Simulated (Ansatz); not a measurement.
```yaml
crystal:
  periodic: [false, false, false]
  atoms:
    - {symbol: Ge, position_ang: [-2.273628, -0.291387, -0.002776]}
    - {symbol: B, position_ang: [-0.388947, -0.040223, -0.000402]}
    - {symbol: N, position_ang: [0.882755, -0.044726, -0.000043]}
    - {symbol: H, position_ang: [1.779821, 0.376336, 0.003221]}
basis:
  gaussian: {orbitals: def2-TZVP}
magnetization: {spin_polarized: true, initial_magnetization: 3}
hamiltonian: {xc: pbe0}
relax: {f_tol: 0.004, max_steps: 80}
```

```sh
$ ansatz run in.yaml --threads 1 --pin off --events-out ev --progress --plain --max-ram 2176MiB
```

Steps of the relaxation (energy above the last step; positions in Å, forces in eV/Å):

```
4
step 1, 101.5 meV
Ge   -2.274   -0.291   -0.003   -1.045   -0.083   -0.001
B    -0.389   -0.040    0.000    2.611   -0.106    0.000
N     0.883   -0.045    0.000   -1.834    0.208    0.001
H     1.780    0.376    0.003    0.268   -0.018    0.000
```

```
4
step 2, 53.3 meV
Ge   -2.293   -0.290   -0.003   -0.499   -0.019    0.000
B    -0.372   -0.048    0.000    0.896   -0.185   -0.001
N     0.882   -0.041    0.000   -0.485    0.354    0.002
H     1.783    0.379    0.003    0.088   -0.151   -0.001
```

```
4
step 3, 36.7 meV
Ge   -2.320   -0.288   -0.003    0.026    0.025    0.000
B    -0.359   -0.060   -0.001   -0.043   -0.207   -0.001
N     0.886   -0.031    0.000   -0.016    0.367    0.003
H     1.793    0.380    0.003    0.033   -0.186   -0.001
```

```
4
step 4, 33.1 meV
Ge   -2.305   -0.261   -0.003   -0.225   -0.110   -0.001
B    -0.350   -0.135   -0.001   -1.107   -0.040   -0.001
N     0.865    0.026    0.000    0.976    0.183    0.002
H     1.790    0.369    0.003    0.356   -0.034    0.000
```

```
4
step 7, 0.0 meV
Ge   -2.324   -0.331   -0.003    0.000    0.000    0.000
B    -0.371   -0.053    0.000    0.000    0.000    0.000
N     0.856    0.122    0.001    0.000    0.000    0.000
H     1.838    0.262    0.002    0.000    0.000    0.000
```

Close pairs at the end: N3–H4 0.992 Å, B2–N3 1.239 Å, Ge1–B2 1.973 Å.

A stationary point of unrestricted PBE0 after 7 steps, with ⟨S²⟩ = 3.752 against 3.75 for a pure state; no frequencies were run, so it isn't proven a minimum. 43 s on 1 thread of Arm Neoverse V1, shared host.
